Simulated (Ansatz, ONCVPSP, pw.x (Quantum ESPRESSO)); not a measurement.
## What a changed setting does to a pw.x run (sc Nb)

Potential: optimised norm-conserving Vanderbilt (ONCV), ONCVPSP 4.0.1.1 (patched build), PBEsol; core [Ar] 3d10, reference 4s2 4p6 4d4 5s1; waves: 4s+5s: rc 1.95 bohr, ncon 4, nbas 8, qcut 4.7 1/bohr, 2 projectors; 4p: rc 2.10 bohr, ncon 3, nbas 8, qcut 7.5 1/bohr, 1 projector; 4d: rc 2.40 bohr, ncon 4, nbas 8, qcut 7.8 1/bohr, 2 projectors, debl 3.3 Ha; f scattering state at 0.1 Ha: rc 2.10 bohr, ncon 5, nbas 10, qcut 5 1/bohr, 2 projectors, debl 2.8 Ha; local part: polynomial inside 1.35 bohr (lpopt 5, dvloc0 2 Ha); core correction: none.

The reference run (k-mesh 12³, cutoffs 45/180 Ry, Fermi–Dirac 0.01 Ry, mixing_beta 0.4, conv_thr 1e-9, no spin) gives 0.92 GPa at 19.173 Å³/atom, where all-electron LAPW gives 1.63 GPa. This run, with its own iteration cap, changes conv_thr to 1.0, a wrong or extreme entry chosen on purpose.

```
&control
  calculation='scf', prefix='x', pseudo_dir='./', outdir='./tmp', tstress=.true., disk_io='none'
/
&system
  ibrav=0, nat=1, ntyp=1, ecutwfc=45, ecutrho=180, nbnd=14,
  occupations='smearing', smearing='fd', degauss=0.01
/
&electrons
  conv_thr=1, mixing_beta=0.4, electron_maxstep=70
/
ATOMIC_SPECIES
Nb 1.0 Nb.UPF
CELL_PARAMETERS angstrom
  2.67647602 0.00000000 0.00000000
  0.00000000 2.67647602 0.00000000
  0.00000000 0.00000000 2.67647602
ATOMIC_POSITIONS crystal
Nb 0.0000 0.0000 0.0000
K_POINTS automatic
12 12 12 0 0 0
```

```bash
pw.x < Nb.scf.in > Nb.scf.out
```

Problem. How does the run end?

Solution. It converges in 1 iterations; the free energy moves by +276.3 meV/atom and the pressure by -86.76 GPa. The result is not a property of the crystal.

```
Message from routine setup:
     using ibrav=0 with symmetry is DISCOURAGED, use correct ibrav instead
     lattice parameter (alat)  =       5.0578  a.u.
     unit-cell volume          =     129.3858 (a.u.)^3
     number of electrons       =        13.00
     number of Kohn-Sham states=           14
     kinetic-energy cutoff     =      45.0000  Ry
     charge density cutoff     =     180.0000  Ry
     scf convergence threshold =      1.0E+00
     Exchange-correlation= PBESOL
     number of k points=    84  Fermi-Dirac smearing, width (Ry)=  0.0100
     iteration #  1     ecut=    45.00 Ry     beta= 0.40
     the Fermi energy is    17.0154 ev
!    total energy              =    -115.09778095 Ry
     estimated scf accuracy    <       0.06550532 Ry
     smearing contrib. (-TS)   =      -0.00414670 Ry
     The total energy is F=E-TS. E is the sum of the following terms:
     one-electron contribution =     -24.09498519 Ry
     hartree contribution      =      17.29234896 Ry
     xc contribution           =     -13.48641042 Ry
     ewald contribution        =     -94.80458760 Ry
     convergence has been achieved in   1 iterations
          total   stress  (Ry/bohr**3)                   (kbar)     P=     -858.39
     Message from routine punch:
     Nothing written, as per user request (disk_io='none')
```

The run took about 3.2 s on one core of a shared host (Intel(R) Xeon(R) Platinum 8488C, 96 threads, 744 GiB, load 32).
